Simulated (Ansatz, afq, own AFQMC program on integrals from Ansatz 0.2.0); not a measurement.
## Ge2H2, triplet: AFQMC among the cluster methods

```yaml
atoms:
  - { symbol: Ge, position_ang: [0.0000, -0.3916, 1.1441] }
  - { symbol: Ge, position_ang: [0.0000, 0.3882, -1.1327] }
  - { symbol: H, position_ang: [0.0000, 1.1894, 1.1636] }
  - { symbol: H, position_ang: [0.0000, -0.9442, -1.9839] }
```

Connectivity, by distances: GeH–GeH.

Basis cc-pVDZ. Only valence electrons are correlated. Ansatz 0.2.0 and our own AFQMC program on the same integrals; the CISD trial comes from CCSD amplitudes, and released means the phaseless constraint is let go. Error bars are statistical, one sigma. No spin–orbit coupling.

Determinant: UHF, the one that the program's search chose, which needn't be the lowest solution. The geometry is a point of a scan.

No full CI on the walks' own integrals is used here; CCSDT(Q) serves as the reference and is uncertain by about the last step of the cluster series.

Cautions: no relativity below Rb; no spin-orbit coupling; inner d shell frozen; lower spins were not checked; higher spins were not checked; the ph-AFQMC/HF walk drifts between its halves (2.4 errors).

* T1 diagnostic: 0.0270
* weight of the determinant in the CISD state: 0.854
* ⟨S²⟩ of the determinant: 2.035
* size of the correlated space: 10 electrons in 36 orbitals

Reference: CCSDT(Q), correlation energy -5.277 eV. The released energy is read at 2.40 1/Eh (meV from the phaseless value at times in 1/Eh: -20 ± 14 at 0.24, -24 ± 13 at 0.51, -16 ± 13 at 0.99, -20 ± 17 at 1.62, -34 ± 18 at 2.40).

| level | E − E(reference) (mEh) | share of correlation (%) |
| --- | --- | --- |
| HF | 193.94 | 0.00 |
| MP2 | 45.93 | 76.32 |
| CCSD | 9.19 | 95.26 |
| CCSD(T) | 2.11 | 98.91 |
| CCSDT | 0.49 | 99.75 |
| ph-AFQMC/HF | 7.85 ± 1.49 | 95.95 |
| ph-AFQMC/CISD | 1.37 ± 0.37 | 99.29 |
| released AFQMC | 0.12 ± 0.66 | 99.94 |

A walk keeps the symmetry of its determinant, which the program's search chose and which needn't be the lowest solution, so a lower state of the same spin and another symmetry isn't excluded. Released energies are given only where the last usable release times agree within the noise; a slower fall can still hide under it.
